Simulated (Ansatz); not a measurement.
Relaxed structures of AlBNH5, singlet (PBE0-D4/def2-TZVP; forces vanish, vibrations not checked; lower isomers may exist, and structures with a doubtful reference or unclear bonds are left out; Å). Computed with Ansatz 0.2.0 (basis: def2-TZVPP); correlated methods freeze the cores.

**Question.** Rank them by CCSD(T) energy, lowest first, and give each one's height above the lowest. Links in brackets join atoms within 1.22 times the sum of their covalent radii (1.1 for two metals). (To be estimated.)
A.
AlBNH₅ ([BH2]1[NH2][AlH]1)
```
8
angstrom
B -0.4414 0.7816 -0.5147
N -0.5515 0.2406 0.9155
Al 0.6290 -1.0526 -0.2041
H -1.4004 0.6287 -1.2148
H 0.2971 1.7102 -0.6748
H -1.4550 -0.0898 1.2260
H -0.1080 0.7688 1.6545
H 0.9781 -2.1558 0.9103
```
B.
a complex of AlBNH₃ ([BH][N][AlH2]) + H₂
```
8
angstrom
B -0.3049 -0.0176 -2.3088
N 0.0542 -0.1142 -1.1145
Al 0.6059 -0.3336 0.5620
H -0.4754 1.6958 0.8345
H -0.6438 0.0771 -3.4278
H -0.2129 1.6310 1.5381
H 2.0567 0.1548 0.9628
H -0.2960 -1.1631 1.5631
```
C.
AlBNH₅ ([BH2][NH][AlH2])
```
8
angstrom
B -0.7197 1.0213 -0.6418
N -0.4623 0.1022 0.3871
Al 0.9371 -1.0345 0.4115
H -1.6723 1.7495 -0.5927
H 0.0342 1.0647 -1.5757
H -1.1244 0.0994 1.1517
H 1.9515 -0.9953 -0.7950
H 1.0558 -2.0073 1.6548
```
D.
AlBNH₅ ([NH2][BH][AlH2])
```
8
angstrom
B -0.6229 0.1965 0.4340
N -0.7738 1.0640 -0.6414
Al 1.0430 -1.1490 0.4534
H -1.5315 1.7253 -0.7199
H -0.1395 1.1000 -1.4231
H -1.4632 0.2742 1.2907
H 2.0828 -1.1223 -0.7657
H 1.3436 -2.2048 1.6101
```

**Answer.** The calculation gives: C (0.000 eV), B (1.158 eV), D (1.236 eV), A (1.742 eV). Heights count from the lowest.

T1 diagnostic: at most 0.016. The restricted Hartree–Fock reference is unstable towards an unrestricted one at one or more of these structures.

For scale, one of the runs: CCSD(T)/def2-TZVPP, 174 basis functions, launched by `ansatz run in.yaml --threads 2 --pin off --events-out ev --progress --plain --max-ram 4352MiB`. Time: 35 s of wall clock on 2 CPU threads of an AMD EPYC 7R43; the host was shared. Peak host memory: 1.5 GiB.
